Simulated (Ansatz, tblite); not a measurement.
# Diborane 1,2-di F (B2H4F2): a ladder of methods and basis sets, part 2 of 2

How do method and basis change the picture of diborane 1,2-di F (B2H4F2) (singlet)?

Ansatz 0.2.0, Gaussian basis; as each input shows. The steps go on from the part before.

## (17) B3LYP-D4/6-31G

Input file in.yaml:

```yaml
crystal:
  periodic: [false, false, false]
  atoms:
    - {symbol: B, position_ang: [0.863696, 0.115105, 0.225390]}
    - {symbol: F, position_ang: [1.524118, -0.915323, 0.774974]}
    - {symbol: H, position_ang: [1.389949, 1.163267, 0.033123]}
    - {symbol: H, position_ang: [-0.275876, 0.381559, 0.866792]}
    - {symbol: B, position_ang: [-0.864419, -0.087562, -0.234821]}
    - {symbol: F, position_ang: [-1.468754, -1.266340, -0.022144]}
    - {symbol: H, position_ang: [-1.440534, 0.831064, -0.721417]}
    - {symbol: H, position_ang: [0.271819, -0.221761, -0.921898]}
basis:
  gaussian: {orbitals: 6-31G}
hamiltonian: {xc: {name: B3LYP}, dispersion: d4}
scf: {omitted_lower_state_checks: [starts]}
output: {orbitals: {seedname: orbitals}}
```

The run is started by

```sh
$ ansatz run in.yaml --threads 4 --pin off --events-out ev --progress --plain --max-ram 3916MiB
```

Standard output, shortened:

```text
Functional definition: B3LYP
  name "B3LYP"
  cite "Stephens, Devlin, Chabalowski & Frisch, J. Phys. Chem. 98, 11623 (1994) doi:10.1021/j100096a001"
  cite "Becke, Phys. Rev. A 38, 3098 (1988) doi:10.1103/PhysRevA.38.3098"
  cite "Lee, Yang & Parr, Phys. Rev. B 37, 785 (1988) doi:10.1103/PhysRevB.37.785"
  cite "Vosko, Wilk & Nusair, Can. J. Phys. 58, 1200 (1980) doi:10.1139/p80-159"
[...]
530 factors; integrals over basis functions are off by at most 2.1e-4 eV
[...]
mean field -6852.04270512 eV, -251.8079249318 hartree, gradient 6.4e-5 eV, S^2 0.000000; 0 other end points of the search recorded, 0 dependent functions left out
reference -6852.04288315 eV, -251.8079314741 hartree; 16, 16 occupied and 28, 28 virtual orbitals, 530 factors
Total energy: -6852.19074105 eV, -251.8133651519 hartree
Checks for a lower state left out: starts
```

It took 0.35 s on 4 threads of Arm Neoverse V1, shared host.

From the report: HOMO -9.50 eV, LUMO -0.53 eV.

## (18) PBE0-D4/def2-TZVPD

Edit in.yaml of step 17 so:

```diff
@@ -12,4 +12,4 @@
 basis:
-  gaussian: {orbitals: 6-31G}
-hamiltonian: {xc: {name: B3LYP}, dispersion: d4}
+  gaussian: {orbitals: def2-TZVPD, initial_orbitals: start.molden}
+hamiltonian: {xc: pbe0, dispersion: d4}
 scf: {omitted_lower_state_checks: [starts]}
```

The command is unchanged.

Standard output:

```text
Functional definition: PBE0
  name "PBE0"
  cite "Adamo & Barone, J. Chem. Phys. 110, 6158 (1999) doi:10.1063/1.478522"
  cite "Perdew, Burke & Ernzerhof, Phys. Rev. Lett. 77, 3865 (1996) doi:10.1103/PhysRevLett.77.3865"
  parent pbe
  parameter a = 0.25
  parameter kappa = 0.804
  parameter beta = 0.06672455060314922
  exchange = (1 - a)*pbe_x(kappa = kappa, mu = beta*pi^2/3) + a*exact_x
  correlation = pbe_c(beta = beta)
these checks for a lower state are left out or cut short: starts
928 factors; their error is unknown
mean field evaluation 1: about -6849.5422 eV, gradient 4.7e0 eV
mean field evaluation 2: about -6849.5700 eV, gradient 4.6e-2 eV
mean field evaluation 4: about -6849.5792 eV, gradient 8.2e-5 eV
mean field -6849.57919306 eV, -251.7173925336 hartree, gradient 7.9e-6 eV, S^2 0.000000; 0 other end points of the search recorded, 0 dependent functions left out
reference -6849.57923524 eV, -251.7173940834 hartree; 16, 16 occupied and 174, 174 virtual orbitals, 928 factors
Total energy: -6849.65501161 eV, -251.7201788139 hartree
Checks for a lower state left out: starts
```

Run time: 1.7 s. Hardware: 4 threads of Arm Neoverse V1, shared host.

Report: HOMO -9.89 eV, LUMO -0.46 eV.

## (19) PBE-D4/def2-TZVPD

Edit in.yaml of step 18 so:

```diff
@@ -13,3 +13,3 @@
   gaussian: {orbitals: def2-TZVPD, initial_orbitals: start.molden}
-hamiltonian: {xc: pbe0, dispersion: d4}
+hamiltonian: {xc: pbe, dispersion: d4}
 scf: {omitted_lower_state_checks: [starts]}
```

Same command.

Standard output:

```text
Functional definition: PBE
  name "PBE"
  cite "Perdew, Burke & Ernzerhof, Phys. Rev. Lett. 77, 3865 (1996) doi:10.1103/PhysRevLett.77.3865"
  parent pbe
  parameter kappa = 0.804
  parameter beta = 0.06672455060314922
  exchange = pbe_x(kappa = kappa, mu = beta*pi^2/3)
  correlation = pbe_c(beta = beta)
these checks for a lower state are left out or cut short: starts
928 factors; their error is unknown
mean field evaluation 1: about -6849.0353 eV, gradient 1.1e1 eV
mean field evaluation 2: about -6849.1678 eV, gradient 1.6e-1 eV
mean field evaluation 4: about -6849.1528 eV, gradient 2.5e-4 eV
mean field -6849.15279830 eV, -251.7017228151 hartree, gradient 7.2e-6 eV, S^2 0.000000; 0 other end points of the search recorded, 0 dependent functions left out
reference -6849.15285608 eV, -251.7017249383 hartree; 16, 16 occupied and 174, 174 virtual orbitals, 928 factors
Total energy: -6849.24476398 eV, -251.7051024915 hartree
Checks for a lower state left out: starts
```

It took 1.4 s on 4 threads of Arm Neoverse V1, shared host.

HOMO -8.26 eV, LUMO -1.45 eV.

## (20) r2SCAN-D4/def2-TZVPD

Edit in.yaml of step 19 so:

```diff
@@ -13,3 +13,3 @@
   gaussian: {orbitals: def2-TZVPD, initial_orbitals: start.molden}
-hamiltonian: {xc: pbe, dispersion: d4}
+hamiltonian: {xc: r2scan, dispersion: d4}
 scf: {omitted_lower_state_checks: [starts]}
```

Launched as before.

Standard output:

```text
Functional definition: r2SCAN
  name "r2SCAN"
  cite "Furness, Kaplan, Ning, Perdew & Sun, J. Phys. Chem. Lett. 11, 8208 (2020) doi:10.1021/acs.jpclett.0c02405"
  cite "Furness, Kaplan, Ning, Perdew & Sun, J. Phys. Chem. Lett. 11, 9248 (2020) doi:10.1021/acs.jpclett.0c03077"
  parent r2scan
  parameter k0 = 0.174
  parameter k1 = 0.065
  parameter a1 = 4.9479
  exchange = r2scan_x(k0 = k0, k1 = k1, a1 = a1)
  correlation = r2scan_c
these checks for a lower state are left out or cut short: starts
928 factors; their error is unknown
mean field evaluation 1: about -6853.5889 eV, gradient 6.5e0 eV
mean field evaluation 2: about -6853.6401 eV, gradient 7.6e-2 eV
mean field evaluation 4: about -6853.6301 eV, gradient 1.3e-4 eV
mean field -6853.63009275 eV, -251.8662603513 hartree, gradient 1.6e-5 eV, S^2 0.000000; 0 other end points of the search recorded, 0 dependent functions left out
reference -6853.63011258 eV, -251.8662610800 hartree; 16, 16 occupied and 174, 174 virtual orbitals, 928 factors
Total energy: -6853.65203099 eV, -251.8670665666 hartree
Checks for a lower state left out: starts
```

Run time: 2.4 s. Hardware: 4 threads of Arm Neoverse V1, shared host.

Report: HOMO -8.63 eV, LUMO -1.08 eV.

## (21) CCSD(T)/def2-TZVPP

Edit in.yaml of step 20 so:

```diff
@@ -12,4 +12,4 @@
 basis:
-  gaussian: {orbitals: def2-TZVPD, initial_orbitals: start.molden}
-hamiltonian: {xc: r2scan, dispersion: d4}
+  gaussian: {orbitals: def2-TZVPP, initial_orbitals: start.molden}
+correlation: {method: ccsd_t}
 scf: {omitted_lower_state_checks: [starts]}
```

Same command.

Standard output, shortened:

```text
Functional definition: HF
  name "HF"
  cite "Fock, Z. Phys. 61, 126 (1930) doi:10.1007/BF01340294"
  parent pbe
[...]
1100 factors; integrals over basis functions are off by at most 9.5e-4 eV
[...]
mean field -6823.46780176 eV, -250.7578166022 hartree, gradient 1.9e-6 eV, S^2 0.000000; 0 other end points of the search recorded, 0 dependent functions left out
4 core orbitals not correlated: weight in the atoms' cores, before any rotation towards them, 1.000 or more for the frozen orbitals, at most 0.000 for the correlated occupied ones
reference -6823.46780176 eV, -250.7578166022 hartree; 12, 12 occupied and 164, 164 virtual orbitals, 1100 factors
second order -20.11271238 eV of doubles, -0.00000000 eV of singles
cycle   1  -20.26648635 eV  change   -1.5e-1 eV  update   9.4e-2
[...]
cycle   9  -20.78428637 eV  change   -1.0e-5 eV  update   1.2e-5
perturbative correction -0.63201519 eV, -0.0232261299 hartree
Total energy: -6844.88410332 eV, -251.5448511679 hartree
Checks for a lower state left out: starts
```

Wall time 26 s (4 threads of Arm Neoverse V1, shared host); peak memory 1.9 GiB.

Hartree-Fock HOMO -13.90 eV, LUMO 2.87 eV; T1 0.012.

## (22) MP2/def2-TZVP

Edit in.yaml of step 21 so:

```diff
@@ -12,4 +12,4 @@
 basis:
-  gaussian: {orbitals: def2-TZVPP, initial_orbitals: start.molden}
-correlation: {method: ccsd_t}
+  gaussian: {orbitals: def2-TZVP, initial_orbitals: start.molden}
+correlation: {method: mp2}
 scf: {omitted_lower_state_checks: [starts]}
```

Same command.

Standard output:

```text
Functional definition: HF
  name "HF"
  cite "Fock, Z. Phys. 61, 126 (1930) doi:10.1007/BF01340294"
  parent pbe
  exchange = exact_x
  correlation = 0
these checks for a lower state are left out or cut short: starts
1006 factors; integrals over basis functions are off by at most 1.2e-3 eV
mean field evaluation 1: about -6822.7534 eV, gradient 2.5e1 eV
mean field evaluation 2: about -6823.4370 eV, gradient 8.5e-1 eV
mean field evaluation 4: about -6823.4429 eV, gradient 6.3e-2 eV
mean field evaluation 8: about -6823.4429 eV, gradient 1.4e-6 eV
mean field -6823.44290581 eV, -250.7569016929 hartree, gradient 1.4e-6 eV, S^2 0.000000; 0 other end points of the search recorded, 0 dependent functions left out
4 core orbitals not correlated: weight in the atoms' cores, before any rotation towards them, 1.000 or more for the frozen orbitals, at most 0.000 for the correlated occupied ones
reference -6823.44290581 eV, -250.7569016929 hartree; 12, 12 occupied and 132, 132 virtual orbitals, 1006 factors
second order -19.83315298 eV of doubles, -0.00000000 eV of singles
Total energy: -6843.27605880 eV, -251.4857566216 hartree
Checks for a lower state left out: starts
```

Wall time 0.75 s (4 threads of Arm Neoverse V1, shared host).

Hartree-Fock HOMO -13.90 eV, LUMO 2.88 eV.

## (23) RPA/def2-TZVP

Edit in.yaml of step 22 so:

```diff
@@ -13,4 +13,4 @@
   gaussian: {orbitals: def2-TZVP, initial_orbitals: start.molden}
-correlation: {method: mp2}
+hamiltonian: {xc: pbe}
+correlation: {method: rpa}
 scf: {omitted_lower_state_checks: [starts]}
-output: {orbitals: {seedname: orbitals}}
```

Same command.

Standard output:

```text
Functional definition: PBE
  name "PBE"
  cite "Perdew, Burke & Ernzerhof, Phys. Rev. Lett. 77, 3865 (1996) doi:10.1103/PhysRevLett.77.3865"
  parent pbe
  parameter kappa = 0.804
  parameter beta = 0.06672455060314922
  exchange = pbe_x(kappa = kappa, mu = beta*pi^2/3)
  correlation = pbe_c(beta = beta)
these checks for a lower state are left out or cut short: starts
1006 factors; integrals over basis functions are off by at most 1.2e-3 eV
mean field evaluation 1: about -6849.0256 eV, gradient 8.9e0 eV
mean field evaluation 2: about -6849.1217 eV, gradient 1.0e-1 eV
mean field evaluation 4: about -6849.1162 eV, gradient 6.1e-5 eV
mean field -6849.11624512 eV, -251.7003795105 hartree, gradient 1.5e-6 eV, S^2 0.000000; 0 other end points of the search recorded, 0 dependent functions left out
4 core orbitals not correlated: weight in the atoms' cores, before any rotation towards them, 1.000 or more for the frozen orbitals, at most 0.000 for the correlated occupied ones
reference -6822.11978078 eV, -250.7082777447 hartree; 12, 12 occupied and 132, 132 virtual orbitals, 1006 factors
Total energy: -6853.77231340 eV, -251.8714868636 hartree
Checks for a lower state left out: starts
```

Run time: 1.7 s. Hardware: 4 threads of Arm Neoverse V1, shared host.

## (24) Comparison

| level | functions | HOMO (eV) | LUMO (eV) | gap (eV) | time |
| --- | --- | --- | --- | --- | --- |
| HF/STO-3G | 24 | -10.93 | 7.42 | 18.35 | 0.1 s |
| HF/6-31G | 44 | -14.01 | 3.45 | 17.45 | 0.15 s |
| PBE-D4/def2-SVP | 76 | -8.05 | -1.20 | 6.85 | 0.45 s |
| PBE-D4/def2-TZVP | 148 | -8.22 | -1.38 | 6.84 | 0.8 s |
| PBE-D4/def2-TZVPD | 190 | -8.26 | -1.45 | 6.81 | 1.4 s |
| revPBE-D4/def2-TZVP | 148 | -8.18 | -1.27 | 6.91 | 0.8 s |
| r2SCAN-D4/def2-TZVP | 148 | -8.61 | -1.04 | 7.57 | 1.6 s |
| r2SCAN-D4/def2-TZVPD | 190 | -8.63 | -1.08 | 7.55 | 2.4 s |
| B97M-V/def2-TZVP | 148 | -8.73 | -1.13 | 7.60 | 3.3 s |
| B3LYP-D4/6-31G | 44 | -9.50 | -0.53 | 8.97 | 0.35 s |
| PBE0-D4/def2-SVP | 76 | -9.76 | -0.24 | 9.53 | 0.55 s |
| PBE0-D4/def2-TZVP | 148 | -9.86 | -0.39 | 9.47 | 1 s |
| PBE0-D4/def2-TZVPD | 190 | -9.89 | -0.46 | 9.43 | 1.7 s |
| r2SCAN0-D4/def2-TZVP | 148 | -10.12 | -0.17 | 9.95 | 2.1 s |
| CAM-B3LYP-D4/def2-TZVP | 148 | -11.38 | 0.72 | 12.10 | 1.1 s |
| ωB97M-V/def2-TZVP | 148 | -12.22 | 1.64 | 13.86 | 3.1 s |

The pieces so far (eV):

| basis | HF | MP2 correlation | CCSD correlation | (T) | total |
| --- | --- | --- | --- | --- | --- |
| def2-TZVPP | -6823.4678 | -20.1127 | -20.7843 | -0.6320 | -6844.8841 |
| def2-TZVP | -6823.4429 | -19.8332 |  |  | -6843.2761 (MP2) |

## (25) Binding energy

Free atoms were run apart at each level; binding is atoms less cluster, divided by the number of atoms, without zero-point or spin-orbit terms.

Differences are taken before rounding.

| method | binding an atom (eV) | from CCSD(T)/def2-TZVPP (eV) | time |
| --- | --- | --- | --- |
| HF/STO-3G | 3.509 | -0.231 | 0.1 s |
| HF/6-31G | 2.693 | -1.047 | 0.15 s |
| HF/def2-TZVP | 2.957 | -0.783 |  |
| HF/def2-TZVPP | 2.960 | -0.780 |  |
| PBE-D4/def2-SVP | 3.963 | +0.223 | 0.45 s |
| PBE-D4/def2-TZVP | 3.901 | +0.161 | 0.8 s |
| PBE-D4/def2-TZVPD | 3.896 | +0.155 | 1.4 s |
| revPBE-D4/def2-TZVP | 3.796 | +0.055 | 0.8 s |
| r2SCAN-D4/def2-TZVP | 3.870 | +0.129 | 1.6 s |
| r2SCAN-D4/def2-TZVPD | 3.867 | +0.126 | 2.4 s |
| B97M-V/def2-TZVP | 3.845 | +0.104 | 3.3 s |
| B3LYP-D4/6-31G | 3.671 | -0.069 | 0.35 s |
| PBE0-D4/def2-SVP | 3.885 | +0.144 | 0.55 s |
| PBE0-D4/def2-TZVP | 3.830 | +0.090 | 1 s |
| PBE0-D4/def2-TZVPD | 3.828 | +0.087 | 1.7 s |
| r2SCAN0-D4/def2-TZVP | 3.805 | +0.065 | 2.1 s |
| CAM-B3LYP-D4/def2-TZVP | 3.862 | +0.121 | 1.1 s |
| ωB97M-V/def2-TZVP | 3.838 | +0.097 | 3.1 s |
| MP2/def2-TZVP | 3.795 | +0.054 | 0.75 s |
| CCSD/def2-TZVPP | 3.694 | -0.047 |  |
| CCSD(T)/def2-TZVPP | 3.741 | 0 | 26 s |

Among the levels timed on like hardware and quicker than the yardstick, those that no quicker one beats, quickest first: HF/STO-3G (0.1 s, -0.231 eV); B3LYP-D4/6-31G (0.35 s, -0.069 eV); MP2/def2-TZVP (0.75 s, +0.054 eV).

## (26) Results

This closing draws on all 2 parts.

```
                                                 quantity                                 value
gap in def2-TZVP, named functionals, smallest and largest  6.84 eV (PBE-D4), 13.86 eV (ωB97M-V)
                   correlation energy, CCSD(T)/def2-TZVPP                             -21.42 eV
                        correlation energy, MP2/def2-TZVP                             -19.83 eV
                      binding an atom, CCSD(T)/def2-TZVPP                              3.741 eV
          PBE0 total energy, smallest basis above largest        8.17 eV (def2-SVP, def2-TZVPD)
```

In words: Over the named functionals in def2-TZVP the gap runs from 6.84 eV (PBE-D4) to 13.86 eV (ωB97M-V); exact exchange widens it. A small miss in a minimal or small basis is a cancelling of errors, not accuracy. The functionals in def2-TZVP miss CCSD(T)/def2-TZVPP by +0.055 (revPBE-D4) to +0.161 eV (PBE-D4) an atom. CCSD(T)/def2-TZVPP isn't at the basis-set limit; small misses against it rank nothing.

MP2/def2-TZVP reaches 0.054 eV from the reference in 0.75 s, where CCSD(T)/def2-TZVPP took 26 s; the quickest level in the cost chart, HF/STO-3G, takes 0.1 s and misses by 0.231 eV. The slowest run with a step of its own, CCSD(T)/def2-TZVPP, took 26 s; the quickest functional in def2-TZVP took 0.8 s (shared host).
